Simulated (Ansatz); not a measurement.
# LiH: vertical ionisation energy

Aim: the vertical ionisation energy of LiH, as cation minus neutral at the neutral's geometry, on several levels, and how well −ε(HOMO) stands in for it.

Computed with Ansatz 0.2.0, Gaussian basis. Level: unrestricted cation, the program's frozen cores in correlated methods.

The runs, in order: UKS PBE-D4/def2-TZVPP; UKS r2SCAN-D4/def2-TZVPP; UKS PBE0-D4/def2-TZVPP; UKS B3LYP-D4/def2-TZVPP; UKS wB97X-V/def2-TZVPP; UKS wB97M-V/def2-TZVPP; UKS B2PLYP/def2-TZVPP; UHF-CCSD(T)/def2-TZVPP; UHF-CCSD(T)/def2-QZVPP; extrapolation to the limit; then −ε(HOMO) from the neutral's earlier runs with LDA (SPW92), PBE-D4, revPBE-D4, BLYP-D4, r2SCAN-D4, B97M-V, PBE0-D4, B3LYP-D4, r2SCANh-D4, r2SCAN0-D4, HSE06-D4, BHLYP-D4, CAM-B3LYP-D4, LC-ωPBE, ωB97X-V, ωB97M-V.

**1. Structure used throughout**

The geometry comes from an earlier relaxation with PBE0-D4 in a triple-zeta def2 set; it is a stationary point.

2 atoms, charge 0, spin multiplicity 1.

Atoms are counted from 1 here; the program's logs count them from 0.

Bond lengths: Li1–H2 1.597 Å.

Geometry (Å):

```xyz
2

Li    0.0000    0.0000    0.3887
H     0.0000    0.0000   -1.2087
```

**2. Cation, UKS PBE-D4/def2-TZVPP**

in.yaml

```yaml
crystal:
  periodic: [false, false, false]
  atoms:
    - {symbol: Li, position_ang: [0.000000, -0.000000, 0.388738]}
    - {symbol: H, position_ang: [-0.000000, 0.000000, -1.208738]}
basis:
  gaussian: {orbitals: def2-TZVPP}
total_charge: 1
magnetization: {spin_polarized: true, initial_magnetization: 1}
hamiltonian: {xc: pbe, dispersion: d4}
```

On the command line:

```sh
> ansatz run in.yaml --threads 2 --pin off --events-out ev --progress --plain --max-ram 32768MiB --backend cpu
```

Further steps of the session: Cation, UKS r2SCAN-D4/def2-TZVPP; Cation, UKS PBE0-D4/def2-TZVPP; Cation, UKS B3LYP-D4/def2-TZVPP; Cation, UKS wB97X-V/def2-TZVPP; Cation, UKS wB97M-V/def2-TZVPP; Cation, UKS B2PLYP (frozen core)/def2-TZVPP; Cation, UHF-CCSD(T)/def2-TZVPP; Cation, UHF-CCSD(T)/def2-QZVPP.

**Question.** What will the summary of the whole plan be? Wanted: ionisation energy, CCSD(T)/CBS; nearest functional by difference; nearest −ε(HOMO); −ε(HOMO) of PBE; T1 of the cation.

The runs gave:

| quantity | value |
| --- | --- |
| ionisation energy, CCSD(T)/CBS | 8.07 eV |
| nearest functional by difference | PBE-D4 (-0.02 eV) |
| nearest −ε(HOMO) | LC-ωPBE (+0.11 eV) |
| −ε(HOMO) of PBE | 4.37 eV |
| T1 of the cation | 0.001 |

What this shows: Energy differences with functionals land within 0.22 eV of the reference. −ε(HOMO) of PBE misses by 3.7 eV, since self-interaction lifts the level. Among orbital estimates LC-ωPBE comes nearest. Hartree-Fock falls 1.08 eV short, as the neutral has more correlation energy than the cation. Correlated methods include outer-core shells of Li, which these sets cover unevenly. With outer-core shells in play the reference is unsure by up to some tenths of an eV, so close misses can't be ranked.
